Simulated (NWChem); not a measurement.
## Correlation energy of diphosphorus (P2)

```
P
P 1 1.8911
```
Charge 0, spin multiplicity 1.

All runs are NWChem calculations. Structure: optimised with PBE0/def2-SVP, a minimum by its harmonic frequencies.

Basis set: def2-SVP. Each correlation energy counts from its own Hartree-Fock reference.

```tsv
method	correlation energy (mHa)	difference from CCSD(T)
MP2	-224.1	+32.0
SCS-MP2	-219.5	+36.6
CCSD	-242.0	+14.1
CCSD+T(CCSD)	-256.7	-0.6
CCSD(T)	-256.1	0.0
CR-CCSD[T]	-253.3	+2.8
CR-CCSD(T)	-252.8	+3.3
CCSDT	-256.5	-0.4
```

The values span 37.2 mHa, from CCSD+T(CCSD) (lowest) to SCS-MP2 (highest). 

The correlated methods keep 10 core orbitals frozen. Coupled-cluster values serve here as a point of comparison, not as the truth.
